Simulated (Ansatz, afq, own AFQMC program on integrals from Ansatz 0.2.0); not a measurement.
Two steps: Ansatz 0.2.0 writes the Fock matrix and Cholesky factors of the valence space, and afq projects on them the lowest state that overlaps trial and start.

```yaml
crystal:
  periodic: [false, false, false]
  atoms:
    - {symbol: C, position_ang: [-0.336332, 0.000000, 0.520378]}
    - {symbol: C, position_ang: [0.254900, 0.000000, -0.520378]}
    - {symbol: H, position_ang: [0.189562, 0.000000, 1.446118]}
    - {symbol: H, position_ang: [0.780793, 0.000000, -1.446118]}
basis:
  gaussian: {orbitals: cc-pVDZ}
magnetization: {spin_polarized: true, initial_magnetization: 0}
correlation: {method: ccsd_t, electrons: outside_noble_gas, hamiltonian_folder: ham}
```

```sh
$ ansatz run in.yaml --threads 1 --pin off --events-out ev --progress --plain --max-ram 1382MiB
```

afq runs on the folder ham with

```
--method phaseless --trial hf --walkers 140 --populations 1 --least-time 40 --time-step 0.005 --steps-per-block 20 --equilibration-blocks 112 --max-blocks 600 --target-error 0.00114 --factor-cut 1e-05 --start spin_pure --seed 8552 --taylor-order 6
```

Times are imaginary, in 1/Eh. The walk had a cap of 536 s.

Output of the walk:

```
orbitals 36  electrons 5 5  factors 287 of 350
reference energy -76.78738457 Eh
CCSD correlation -0.27710770 Eh in 10 cycles, weight of the determinant in the CISD state 0.8735
energy of the start -76.787384 Eh
 block  time / (1/Eh)  mean weight  energy / Eh
     1     0.100  1.0016  -76.850471
     2     0.200  1.0016  -76.890630
     3     0.300  1.0007  -76.927068
     4     0.400  1.0002  -76.944630
     5     0.500  1.0006  -76.966888
    10     1.000  1.0007  -77.068244
    52     5.200  0.9991  -77.018728
    86     8.600  0.9991  -77.032021
   171    17.100  0.9990  -77.072022
   256    25.600  0.9990  -77.044671
   341    34.100  1.0004  -77.103048
   426    42.600  0.9996  -77.093555
   511    51.100  1.0014  -77.146096
   596    59.600  1.0005  -77.074688
   681    68.100  1.0010  -77.062205
   698    69.800  1.0002  -77.068162
blocks merged  error / Eh  count
     1  0.001033  600
     2  0.001357  300
     4  0.001732  150
     8  0.002077  75
    16  0.002321  37
    32  0.002547  18
    64  0.002760  9
energy -77.078322 +/- 0.002547 Eh
(rows thinned)
```

The run passed its tests (sampling time, drift between the halves within three errors, error under three times the target), which doesn't prove that it has relaxed.

Against this walk (error 69.3 meV) on the same determinant: CCSD(T) 45.6 meV higher (within the noise), CCSDT(Q) 2.2 meV higher (within the noise), a separate phaseless walk with a CISD trial and standard settings 1.4 ± 74.3 meV higher (within the noise). The error is statistical and leaves out the bias of the constraint.

Cautions: constraint bias not in the error; error above the target (69.3 against 31.0 meV); higher spins were not checked; an unrestricted solution with more broken spin lies lower (25 meV, ⟨S²⟩ 0.21), while this determinant keeps restricted orbitals; raised T1 diagnostic (T1 0.020, weight of the determinant 0.87, largest double 0.12).

The walk took 4 min on 1 thread of Intel(R) Xeon(R) Platinum 8488C (Sapphire Rapids), with other jobs on the host. The log's last line is the phaseless energy.

CCSDT and higher add their correlation energy to the determinant of the CCSD(T) run, since their own runs factorise the integrals more tightly (a shift of under 2 meV). A walk keeps the symmetry of its determinant, which the program's search chose and which needn't be the lowest solution, so a lower state of the same spin and another symmetry isn't excluded.
